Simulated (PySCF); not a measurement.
**How the method changes the constants of SF**

State: ²Π (doublet), unpaired electrons π ↑. Set-up: basis S aug-cc-pV(D+d)Z, F aug-cc-pVDZ; no relativity; PySCF 2.14. De refers to S + F in their high-spin ground configurations, without counterpoise correction. The functionals are run spin-unrestricted. A positive dipole means S(−)F(+).

```
      Level  Re (Å)  ωe (cm⁻¹)  De (eV)  μ (D)
        UHF   1.602        897     1.36  -1.14
    UHF-MP2   1.644        817     3.41    n/a
UHF-SCS-MP2   1.647        808     3.28    n/a
   UHF-CCSD   1.642        824     3.02    n/a
UHF-CCSD(T)   1.650        802     3.18    n/a
        PBE   1.650        794     4.02  -0.77
     PBEsol   1.638        817     4.38  -0.69
     r²SCAN   1.635        821     3.64  -0.77
       PBE0   1.624        846     3.54  -0.85
      HSE06   1.626        841     3.53  -0.86
     M06-2X   1.619        868     3.59  -0.93
     B2PLYP   1.641        813     3.46  -1.16
```

The bond length runs from 1.602 Å (UHF) to 1.650 Å (PBE). De spans 1.36 eV (UHF, mean field) to 4.38 eV (PBEsol, GGA). Correlation at CCSD(T) changes the Hartree–Fock bond energy by +1.82 eV; the triples alone change it by +0.16 eV.

Correlated steps freeze 6 core orbitals. Correlated levels converge slowly with the basis: in double zeta they bind strong bonds too weakly, by up to about 1 eV, and carry superposition errors of some tenths. B2PLYP dipoles, levels and charges come from its SCF part alone. The state is the lowest determinant that a PBE0 search found; another state may lie lower at other levels.

The whole job (state search and all levels along the bond) took about 2.8 min on 1 thread of Intel Xeon Platinum 8259CL @ 2.50GHz (shared host), peak memory 0.73 GiB.
